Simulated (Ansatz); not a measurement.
in.yaml

```yaml
crystal:
  periodic: [false, false, false]
  atoms:
    - {symbol: Si, position_ang: [-1.658112, 0.000000, 0.000000]}
    - {symbol: H, position_ang: [-2.152983, 1.399708, 0.000000]}
    - {symbol: H, position_ang: [-2.152983, -0.699854, 1.212183]}
    - {symbol: H, position_ang: [-2.152983, -0.699854, -1.212182]}
    - {symbol: H, position_ang: [0.205888, 0.000000, 0.000000]}
    - {symbol: S, position_ang: [1.648888, 0.000000, 0.000000]}
basis:
  gaussian: {orbitals: cc-pVDZ}
magnetization: {spin_polarized: false, initial_magnetization: 2}
correlation: {active_space: {ras: {orbitals: [6, 2, 38], electrons: 14, max_holes: 2, max_particles: 2}, fixed_orbitals: true}}
output: {forces: true}
```

```sh
$ ansatz run in.yaml --threads 1 --pin off --events-out ev --progress --plain --max-ram 2393MiB
```

The program prints:

```
549 factors; integrals over basis functions are off by at most 1.4e-3 eV
mean field evaluation 1: about -18739.2866 eV, gradient 1.1e1 eV
mean field evaluation 2: about -18739.2887 eV, gradient 1.1e1 eV
mean field evaluation 4: about -18740.1014 eV, gradient 1.2e0 eV
mean field evaluation 8: about -18740.1124 eV, gradient 2.4e-3 eV
mean field evaluation 16: about -18740.1124 eV, gradient 4.6e-5 eV
mean field evaluation 32: about -18740.1126 eV, gradient 5.8e-3 eV
mean field -18740.11238324 eV, -688.6864275798 hartree, gradient 2.7e-6 eV, S^2 2.000000; 4 other end points of the search recorded, 0 dependent functions left out
reference -18740.11238324 eV, -688.6864275798 hartree; 18, 16 occupied and 38, 40 virtual orbitals, 549 factors
state -18746.85398106 eV, -688.9341767299 hartree
the calculation of the forces begins
Total energy: -18746.85398106 eV, -688.9341767299 hartree
Atom 0 at    -1.658112     0.000000     0.000000 Å, force    -0.681736    -0.029721    -0.000000 eV/Å
Atom 1 at    -2.152983     1.399708     0.000000 Å, force     0.103758     0.100507     0.000000 eV/Å
Atom 2 at    -2.152983    -0.699854     1.212183 Å, force     0.092218    -0.039689     0.079106 eV/Å
Atom 3 at    -2.152983    -0.699854    -1.212182 Å, force     0.092218    -0.039689    -0.079106 eV/Å
Atom 4 at     0.205888     0.000000     0.000000 Å, force    -0.414637     0.001252    -0.000000 eV/Å
Atom 5 at     1.648888     0.000000     0.000000 Å, force     0.808180     0.007340    -0.000000 eV/Å
Dipole moment:    -0.247815     0.000491     0.000000 e Å
```

Natural occupations: 1.9773 1.9747 1.9689 1.9672 1.9671 1.9602 0.9948 0.9932 0.0262 0.0163 0.0156 0.0152 0.0112 0.0103 0.0100 0.0090 0.0088 0.0086 0.0072 0.0071 0.0061 0.0058 0.0058 0.0048.

Forces (eV/Å):
```
Si  -0.682 -0.030  0.000
H    0.104  0.101  0.000
H    0.092 -0.040  0.079
H    0.092 -0.040 -0.079
H   -0.415  0.001  0.000
S    0.808  0.007  0.000
```

Ran on 1 thread of Arm Neoverse V2, shared host: 7 s wall, 0.22 GiB peak host memory.
